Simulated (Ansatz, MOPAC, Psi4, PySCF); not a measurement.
System: C2H5S, charge 0, multiplicity 2. SMILES: S[CH]C
Geometry: optimised at B3LYP-D3(BJ)/def2-TZVP (Ansatz, a quantum-chemistry and plane-wave program).

Wanted: size of the dipole moment, in D. Conventions: non-relativistic; UHF or UKS for open shells; spin-orbit terms left out; 6-31G* and kin with 6d, 5d where marked; PM7 with its own dispersion and hydrogen-bond terms; 6-311+G** with 5d, 6d on Na to Ar in Ansatz; dispersion terms only where a functional's name holds one. Ab initio and DFT rows: single points at B3LYP-D3(BJ) geometries (Ansatz). Semi-empirical rows: dipoles at the shared geometry.

```json
[
 {"level": "AM1", "program": "MOPAC", "size of the dipole moment (D)": "1.07"},
 {"level": "PM7", "program": "MOPAC", "size of the dipole moment (D)": "1.34"},
 {"level": "MNDO", "program": "MOPAC", "size of the dipole moment (D)": "1.14"},
 {"level": "SVWN5/6-31G*", "program": "Ansatz", "size of the dipole moment (D)": "1.10"},
 {"level": "BP86/def2-SVP", "program": "PySCF", "size of the dipole moment (D)": "0.88"},
 {"level": "B3LYP/3-21G", "program": "Ansatz", "size of the dipole moment (D)": "1.31"},
 {"level": "B3LYP/6-31G", "program": "Ansatz", "size of the dipole moment (D)": "1.36"},
 {"level": "B3LYP/6-31G*", "program": "Ansatz", "size of the dipole moment (D)": "1.12"},
 {"level": "B3LYP/6-31+G*", "program": "Ansatz", "size of the dipole moment (D)": "1.09"},
 {"level": "B3LYP/cc-pVDZ", "program": "Ansatz", "size of the dipole moment (D)": "0.92"},
 {"level": "PBE0/6-311+G**", "program": "Ansatz", "size of the dipole moment (D)": "1.10"},
 {"level": "M06-2X/6-31G* (5d)", "program": "PySCF", "size of the dipole moment (D)": "1.18"},
 {"level": "M06-2X/6-311+G**", "program": "PySCF", "size of the dipole moment (D)": "1.10"},
 {"level": "wB97X-D/6-31G*", "program": "Psi4", "size of the dipole moment (D)": "1.20"}
]
```

No value to compare with is used here. The 14 habitual levels span 0.88 (BP86/def2-SVP) to 1.36 D (B3LYP/6-31G).

The levels are drawn from those run, B3LYP/6-31G* more often than the rest, none by its result; runs whose electronic state is in doubt are left out.
